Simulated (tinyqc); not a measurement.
UHF in the sto-3g basis, for LiH+, spin multiplicity 2, step by step (part 2 of 2). Computed by tinyqc, a small Python program that keeps every step (integrals from PySCF). Command: `OMP_NUM_THREADS=1 python tinyqc.py 20276 20277 out.jsonl` (the two numbers bound the seeds that draw the settings). One thread of a shared host (Intel(R) Xeon(R) Processor @ 2.60GHz), about 0.1 s of CPU time with the checks.

Geometry (angstrom):
```
atom        x        y        z
Li    0.00000  0.00000  0.00000
H     0.00000  0.00000  1.85600
```

## Iteration 13 (converged): orbitals

converged F(alpha) (hartree), lower triangle:
```
           1Li 1s    1Li 2s   1Li 2px   1Li 2py   1Li 2pz     2H 1s
1Li 1s   -2.72039
1Li 2s   -0.72723  -0.44278
1Li 2px   0.00000   0.00000  -0.09602
1Li 2py   0.00000   0.00000   0.00000  -0.09602
1Li 2pz   0.00008  -0.11988   0.00000   0.00000  -0.25883
2H 1s    -0.12112  -0.35622   0.00000   0.00000  -0.44519  -0.73833
```

converged F(beta) (hartree), lower triangle:
```
           1Li 1s    1Li 2s   1Li 2px   1Li 2py   1Li 2pz     2H 1s
1Li 1s   -2.71633
1Li 2s   -0.72690  -0.36595
1Li 2px   0.00000   0.00000  -0.08758
1Li 2py   0.00000   0.00000   0.00000  -0.08758
1Li 2pz  -0.00006  -0.01482   0.00000   0.00000  -0.11217
2H 1s    -0.12024  -0.15328   0.00000   0.00000  -0.15298  -0.05064
```

X, lower triangle:
```
           1Li 1s    1Li 2s  1Li 2px  1Li 2py   1Li 2pz    2H 1s
1Li 1s    1.02338
1Li 2s   -0.13051   1.07986
1Li 2px   0.00000   0.00000  1.00000
1Li 2py   0.00000   0.00000  0.00000  1.00000
1Li 2pz  -0.00717   0.07689  0.00000  0.00000   1.10358
2H 1s     0.01627  -0.21495  0.00000  0.00000  -0.29058  1.15885
```

Diagonalise F' = X^T F X, C = X C', fill 2 alpha and 1 beta electrons from the bottom; D(s) = C_occ C_occ^T. Each column has its largest component positive (the first on a tie).

F' = X^T F X (alpha) (hartree), lower triangle:
```
          1         2         3         4         5         6
1  -2.66522
2  -0.37604  -0.23994
3   0.00000   0.00000  -0.09602
4   0.00000   0.00000   0.00000  -0.09602
5   0.00263  -0.00961   0.00000   0.00000  -0.09893
6   0.00185  -0.20628   0.00000   0.00000  -0.29099  -0.57173
```

orbital energies (alpha) (hartree): MO1 -2.72259, MO2 -0.77120, MO3 -0.15174, MO4 -0.09602, MO5 -0.09602, MO6 0.06970

coefficients C (alpha):
```
              MO1       MO2       MO3      MO4       MO5       MO6
1Li 1s    0.99210  -0.08842  -0.24664  0.00000   0.00000  -0.10841
1Li 2s    0.03103   0.17748   0.94865  0.00000   0.00000   0.55032
1Li 2px   0.00000   0.00000   0.00000  0.90431  -0.42688   0.00000
1Li 2py   0.00000   0.00000   0.00000  0.42688   0.90431   0.00000
1Li 2pz   0.00171   0.19178  -0.40306  0.00000   0.00000   1.05311
2H 1s    -0.00071   0.83239  -0.18782  0.00000   0.00000  -0.86354
```

F' = X^T F X (beta) (hartree), lower triangle:
```
          1         2         3         4         5        6
1  -2.66027
2  -0.38152  -0.20410
3   0.00000   0.00000  -0.08758
4   0.00000   0.00000   0.00000  -0.08758
5  -0.00435   0.03517   0.00000   0.00000  -0.04043
6  -0.01273  -0.12591   0.00000   0.00000  -0.16902  0.08298
```

orbital energies (beta) (hartree): MO1 -2.71852, MO2 -0.21271, MO3 -0.13025, MO4 -0.08758, MO5 -0.08758, MO6 0.23966

coefficients C (beta):
```
              MO1       MO2       MO3      MO4       MO5       MO6
1Li 1s    0.99218  -0.21955   0.15269  0.00000   0.00000   0.09334
1Li 2s    0.03116   0.75772  -0.60717  0.00000   0.00000  -0.53988
1Li 2px   0.00000   0.00000   0.00000  0.70204   0.71214   0.00000
1Li 2py   0.00000   0.00000   0.00000  0.71214  -0.70204   0.00000
1Li 2pz   0.00158   0.29808   0.72882  0.00000   0.00000  -0.82961
2H 1s    -0.00331   0.33666   0.23737  0.00000   0.00000   1.14200
```

D(alpha) after iteration 13, lower triangle:
```
           1Li 1s   1Li 2s  1Li 2px  1Li 2py  1Li 2pz    2H 1s
1Li 1s    0.99207
1Li 2s    0.01509  0.03246
1Li 2px   0.00000  0.00000  0.00000
1Li 2py   0.00000  0.00000  0.00000  0.00000
1Li 2pz  -0.01526  0.03409  0.00000  0.00000  0.03678
2H 1s    -0.07430  0.14771  0.00000  0.00000  0.15963  0.69287
```

D(beta) after iteration 13, lower triangle:
```
           1Li 1s    1Li 2s  1Li 2px  1Li 2py   1Li 2pz    2H 1s
1Li 1s    0.98443
1Li 2s    0.03092   0.00097
1Li 2px   0.00000   0.00000  0.00000
1Li 2py   0.00000   0.00000  0.00000  0.00000
1Li 2pz   0.00157   0.00005  0.00000  0.00000   0.00000
2H 1s    -0.00328  -0.00010  0.00000  0.00000  -0.00001  0.00001
```

Within a degenerate level the vectors are fixed only up to a rotation; this is one choice.

## Convergence

Stop when the energy changes by less than 1e-10 hartree and every element of the error matrix X^T (F D S - S D F) X (for each spin) is below 3e-06.

Course of the cycle:
```
iteration  E (hartree)     change  largest element of the error matrix
1           -7.5781483          -                             1.17e-01
2           -7.6164525  -3.83e-02                             3.52e-02
3           -7.6208004  -4.35e-03                             1.38e-02
4           -7.6214537  -6.53e-04                             5.60e-03
5           -7.6215559  -1.02e-04                             2.25e-03
6           -7.6215720  -1.61e-05                             9.04e-04
7           -7.6215746  -2.54e-06                             3.62e-04
8           -7.6215750  -4.02e-07                             1.44e-04
9           -7.6215751  -6.35e-08                             5.76e-05
10          -7.6215751  -1.00e-08                             2.30e-05
11          -7.6215751  -1.59e-09                             9.14e-06
12          -7.6215751  -2.51e-10                             3.64e-06
13          -7.6215751  -3.97e-11                             1.45e-06
```

PySCF UHF in the same basis, after a stability check = -7.6215751 hartree

Converged in 13 iterations.

## Populations, bond orders and dipole

overlap S, lower triangle:
```
          1Li 1s   1Li 2s  1Li 2px  1Li 2py  1Li 2pz    2H 1s
1Li 1s   1.00000
1Li 2s   0.24114  1.00000
1Li 2px  0.00000  0.00000  1.00000
1Li 2py  0.00000  0.00000  0.00000  1.00000
1Li 2pz  0.00000  0.00000  0.00000  0.00000  1.00000
2H 1s    0.03820  0.33236  0.00000  0.00000  0.45735  1.00000
```

Mulliken: Z minus the diagonal of D S on the atom; Loewdin: the same with S^(1/2) D S^(1/2); Mayer order: 2 sum_s sum (D(s) S)_ij (D(s) S)_ji over the two atoms.

Charges (e):
```
atom  Mulliken  Loewdin  Mulliken spin
1Li    0.81199  0.75912        0.18771
2H     0.18801  0.24088        0.81229
```

Mayer bond orders:
```
pair    order
2-1   0.30484
```

dipole moment about the origin, x y z (debye): 0.00000  0.00000  0.61121

<S^2> of the determinant (pure state: 0.75) = 0.75000
